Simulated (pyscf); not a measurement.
O=W(=O)(Cl)–Cl (SMILES [O]=[W](=[O])([Cl])[Cl]) + H₂O (SMILES O) → O=W(OH)(OH)(Cl)–Cl (SMILES [O]=[W]([OH])([OH])([Cl])[Cl]), an addition across a multiple bond or ene-type step (singlet surface; H–O broken, H–O, O–W formed). Optimised with ωB97X-D3(BJ)/def2-SVP in PySCF. Energies in eV from the separated reactants.

Small-basis levels: PySCF, no dispersion term, spherical d functions. 

Task: Quick BP86/6-31G*+LANL2DZ single points give ΔE‡ = 0.29 eV and ΔE = -0.50 eV. What does ωB97M-D3(BJ)/def2-TZVP give, and how far is the quick result from it?

Result: ωB97M-D3(BJ)/def2-TZVP gives ΔE‡ = 0.57 eV and ΔE = -0.47 eV. BP86/6-31G*+LANL2DZ lies 0.28 eV under it in the barrier and 0.04 eV under it in the reaction energy, so on this step it does not hold to within 0.13 eV. ωB97M-D3(BJ)/def2-TZVP has limits of its own. On the reactant side the descent ends in an adduct with a O–W contact, 0.53 eV under the separated species and 1.02 eV under the saddle at ωB97X-D3(BJ)/def2-TZVP. On the product side the descent ends in a point that may be a rotor saddle (no frequency run), 0.08 eV over the lowest minimum found and 0.97 eV under the saddle at ωB97X-D3(BJ)/def2-TZVP. What is counted as formed (O–W) is already present as a longer contact in the reactant adduct; forming that adduct is a step of its own. One saddle was located; it need not be the lowest between these sides. In the def2 sets elements past Kr carry core potentials, without spin-orbit coupling.
